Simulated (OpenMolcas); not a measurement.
# Potential curves of CCl⁺: spin–orbit levels

Computed with OpenMolcas 26.06: state-averaged CASSCF(8,7) over Cl 3p, C 2s 2p, XMS-CASPT2 (IPEA 0.25, imaginary shift 0.2 hartree), scalar X2C, ANO-RCC-VTZP, then RASSI spin–orbit state interaction with atomic mean-field integrals. C2 symmetry about the axis (a holds Σ, Δ, Γ; b holds Π, Φ, H; Σ⁺ and Σ⁻ are not told apart); roots by multiplicity and irrep: 1a 4, 3b 2, 3a 4, 1b 2.

XMS-CASPT2 energies with spin–orbit state interaction in eV from the lowest point. Curves are followed by energy order within each symmetry, so they are adiabatic and may change character at avoided crossings; for Ω = 0 the + and − levels are counted together.

```
R (Å)  (1)Ω=0  (1)Ω=3  (2)Ω=2  (3)Ω=1  (3)Ω=2  (6)Ω=0  (4)Ω=1
1.333   1.653  10.151  10.173   9.432  10.728  10.761  10.200
1.411   0.584   8.280   8.301   7.639   8.829   8.821   8.331
1.480   0.130   7.125   7.148   6.551   7.625   7.596   7.179
1.550   0.000   6.318   6.341   5.809   6.750   6.718   6.374
1.627   0.109   5.701   5.725   5.421   6.064   6.035   5.760
1.705   0.388   5.299   5.322   5.354   5.591   5.595   5.526
1.813   0.941   4.975   4.996   5.035   5.178   5.222   5.224
1.953   1.767   4.824   4.839   4.888   4.945   5.018   5.020
2.170   3.039   4.917   4.972   5.051   5.465   5.454   5.460
```

**Question.** With masses 34.969 and 12.000 u, fit the curves (1)Ω=0 near their minima.

**Answer.** At XMS-CASPT2 with spin–orbit state interaction, Te from the lowest curve (the fit fixes ωe to a per cent or two; the method's Re and ωe can be off by some per cent):

```
 curve  Te (cm⁻¹)  Re (Å)  ωe (cm⁻¹)
(1)Ω=0          0   1.552     1156.6
```

Left out for impure symmetry, kinks or missing points, though low: (2)Ω=0, (3)Ω=0, (1)Ω=1, (1)Ω=2, (2)Ω=1, (4)Ω=0, (5)Ω=0, (5)Ω=1. Only roots inside an energy window near the equilibrium distance were included, so the list of states is not complete; labels number the states computed. Each spin and symmetry block has orbitals of its own, averaged over its own roots, so gaps between blocks are less sure than gaps within one and near the minimum can be off by tenths of an eV, in bad cases by more. No Rydberg orbitals are active, so Rydberg states, and σ→σ* states whose orbital the CASSCF left unused, can be missing between those listed. CASPT2 splits the two components of degenerate states numerically, here by up to 96 cm⁻¹. Points that failed a check (symmetry, reference weights, a jump) are left out.
